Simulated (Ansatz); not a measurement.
**B₂H (quartet): wave-function methods side by side at a displaced geometry (v2), cc-pVTZ**

One table from this session's results is given with a row withheld; the runs are named, their logs left out.

The runs use Ansatz 0.2.0, Gaussian basis; cc-pVTZ, core rule «outside noble gas», up to 2 orbitals frozen.

To be run: UHF; CCSD(T) on ROHF; CCSD(T) on UHF; BCCD(T) on ROHF; CCSDT(Q) on ROHF; CCSDT(Q) on UHF; CASSCF and MRCISD+Q, 7 electrons in 9 orbitals; CASSCF and NEVPT2, 7 electrons in 9 orbitals.

22 further runs of the same task are left out: 4 for a known fault of the program, 5 that didn't finish, 13 set aside as unsound or not needed.

## The geometry

The geometry is a PBE0/def2-TZVP stationary point (not a proven minimum) with its atoms shifted at random (size 0.100 Å).

3 atoms, charge 0, spin multiplicity 4.

Atoms are counted from 1 here; the program's logs count them from 0.

Bond lengths: B1–B2 1.518 Å, B1–H3 1.185 Å. Angles: B2–B1–H3 169.5°.

Set-up of the first run:

The input, in.yaml:

```yaml
crystal:
  periodic: [false, false, false]
  atoms:
    - {symbol: B, position_ang: [0.084376, 0.005225, 0.109058]}
    - {symbol: B, position_ang: [-0.080498, 0.013599, -1.399776]}
    - {symbol: H, position_ang: [-0.003878, -0.018825, 1.290718]}
basis:
  gaussian: {orbitals: cc-pVTZ}
magnetization: {spin_polarized: true, initial_magnetization: 3}
hamiltonian: {xc: hf}
output: {orbitals: {seedname: orbitals}}
```

On the command line:

```sh
$ ansatz run in.yaml --threads 1 --pin off --events-out ev --progress --plain --max-ram 2393MiB
```

Steps of the session up to this table: UHF; CCSD(T) on ROHF; CCSD(T) on UHF; BCCD(T) on ROHF; CCSDT(Q) on ROHF; CCSDT(Q) on UHF; CASSCF and MRCISD+Q, 7 electrons in 9 orbitals; CASSCF and NEVPT2, 7 electrons in 9 orbitals.

One table of the session follows, with a row left open; its other results are not shown here.

| method | from UCCSDT(Q) (meV) |
| --- | --- |
| ROHF | +4306.7 |
| UHF | +4261.9 |
| RMP2 | +846.1 |
| UMP2 | +853.0 |
| RCCSD | +207.1 |
| UCCSD | +205.5 |
| RCCSD(T) | +38.4 |
| UCCSD(T) | +38.0 |
| BCCD(T) | +38.3 |
| RCCSDT | +8.5 |
| UCCSDT | ? |
| RCCSDT(Q) | +0.8 |
| UCCSDT(Q) | 0 |
| CASSCF valence | +2656.1 |
| NEVPT2 valence | +641.9 |
| MRCISD valence | +130.6 |
| MRCISD+Q valence | +14.2 |

Q: Estimate the row for UCCSDT from the others.

**Answer.** from UCCSDT(Q) (meV): +7.8. In the column «from UCCSDT(Q) (meV)» it lies between RCCSDT(Q) (+0.8) and RCCSDT (+8.5).

Limits of these values: Restricted and unrestricted rows rest on different reference determinants; where their highest levels disagree by more than a few hundredths of an eV, they describe different states and don't form one ladder.
